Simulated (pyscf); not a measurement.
F–CH=CH–F + H atom (H•) -> hydrogen fluoride (HF) + •HC=CH–F, an atom transfer (doublet surface; C–F broken, F–H formed). Optimised with ωB97X-D3(BJ)/def2-SVP in PySCF. Correlated levels are frozen-core, on RHF or UHF. ΔMP2 is the change of the MP2 total energy from the triple- to the quadruple-zeta basis. Energies in kJ/mol from the separated reactants.

Small-basis levels: PySCF, no dispersion term, spherical d functions. Open shells are spin-unrestricted. 

Quick BP86/6-31G* single points give ΔE‡ = 116.3 kJ/mol and ΔE = -10.9 kJ/mol. What does CCSD(T)/def2-TZVPP + ΔMP2(QZVPP) give, and how far is the quick result from it?

CCSD(T)/def2-TZVPP + ΔMP2(QZVPP) gives ΔE‡ = 157.5 kJ/mol and ΔE = -70.7 kJ/mol. BP86/6-31G* lies 41.2 kJ/mol under it in the barrier and 59.7 kJ/mol over it in the reaction energy, so on this step it does not hold to within 12.6 kJ/mol. CCSD(T)/def2-TZVPP + ΔMP2(QZVPP) has limits of its own. F–CH=CH–F lies 46.1 kJ/mol over its isomer H₂C=C(F)–F, and others may lie lower still (electronic energy, ωB97M-D3(BJ)). This is the saddle that the search found; another between the same sides may lie lower. The angle at the transferred F is 179°. The CCSD(T) − MP2 part came from Ansatz, without density fitting, on the same reference. A UHF reference is spin-contaminated (<S²> up to 1.00), which harms MP2 most.
